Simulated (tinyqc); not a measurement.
Pariser-Parr-Pople SCF with singles CI, for the molecule C=C(N)O (SMILES; centres numbered as the heavy atoms are written), step by step. One step of it, computed by the program tinyqc.

Problem. PPP integrals. Ohno: gamma = 14.399645/sqrt(R^2 + a^2), a = 2 x 14.399645/(gamma_rr + gamma_ss); H_rr = -W_r - sum_(s != r) z_s gamma_rs; H_rs = beta for bonds.

Centres (angstrom, eV; a flat drawing with bonds scaled to 1.40 angstrom):
```
centre,x,y,core charge z,W,gamma_rr
1C,-1.212000,-0.700000,1,11.160000,11.130000
2C,0.000000,0.000000,1,11.160000,11.130000
3N,1.212000,-0.700000,2,25.600000,16.800000
4O,0.000000,1.400000,2,33.000000,21.500000
```

Resonance integrals (eV):
```
i,j,beta
1,2,-2.390000
2,3,-2.240000
2,4,-2.240000
```

Give: repulsion gamma_rs; core matrix H.

Solution.

repulsion gamma_rs (eV):
```
,1C,2C,3N,4O
1C,11.1300,7.5550,5.4664,5.5806
2C,7.5550,11.1300,8.2831,8.7008
3N,5.4664,8.2831,16.8000,5.6723
4O,5.5806,8.7008,5.6723,21.5000
```

core matrix H (eV):
```
,1C,2C,3N,4O
1C,-40.8090,-2.3900,0.0000,0.0000
2C,-2.3900,-52.6827,-2.2400,-2.2400
3N,0.0000,-2.2400,-50.6942,0.0000
4O,0.0000,-2.2400,0.0000,-58.6260
```
